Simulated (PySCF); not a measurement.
# C4H6F: the cost of one run

Programs: PySCF 2.14.0, with routines of our own; each step states its level. All values are computed. Atoms count from 0.

### Step 1. The starting structure

11 atoms, charge 0, multiplicity 2; geometry from: GFN2-xTB.

### Step 2. Open-shell or spin-flip excitations: unrestricted TDA PBE0/def2-SVPD

What the job is given:

```
{"job": {"kind": "uabs", "xc": "PBE0", "basis": "def2-SVPD", "nstates": 10, "tda": true}, "charge": 0, "multiplicity": 2}
C      2.066348     0.140738    -0.074894
C      0.730043     0.398204    -0.224533
C     -0.272661    -0.424154     0.238495
C     -1.722875    -0.150248     0.076457
F     -1.969873     1.022026    -0.591312
H      2.812003     0.813593    -0.454841
H      2.408423    -0.746462     0.428674
H      0.432702     1.302904    -0.739026
H     -0.036915    -1.339360     0.759951
H     -2.224523    -0.065656     1.052359
H     -2.217248    -0.948914    -0.497293
```

Method: unrestricted TDA PBE0/def2-SVPD, vertical, gas phase, core orbitals frozen in the response.

Started as:

```sh
$ OMP_NUM_THREADS=1 python excited_run.py task.json out
```

This one command runs all jobs of the session in turn.

Q: Estimate the wall time and peak memory of this first job on 1 thread of Arm Neoverse V1, shared host.

About 25 s, with a peak of 0.57 GiB.
